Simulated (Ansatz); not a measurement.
Basis-set extrapolation for C2H3NO (PBE0-D4/def2-TZVP geometry, frozen core, Ansatz). Multiplicity 1, RHF reference.

|  | def2-TZVPP | def2-QZVPP |
| --- | --- | --- |
| HF | -206.752005 | -206.761378 |
| MP2 correlation | -0.740297 | -0.793873 |
| CCSD(T) correlation | -0.794313 | not run |

Energies in hartree. Use E(X) = E(∞) + A·exp(−7.88·√X) for Hartree–Fock and E(X) = E(∞) + B·X^(−2.97) for correlation, with X = 3 and 4, and add CCSD(T) minus MP2 of the smaller set to the MP2 limit.

**Question.** What is the CCSD(T) energy at the basis-set limit?

**Answer.** HF limit: -206.761378 + (-0.009373) × 0.13774 = -206.76267. MP2 limit: -0.793873 + (-0.053576) × 0.74074 = -0.83356. Higher-order term: -0.794313 − (-0.740297) = -0.05402. Total: -207.65025 hartree, 272.9 kJ/mol below CCSD(T)/def2-TZVPP.
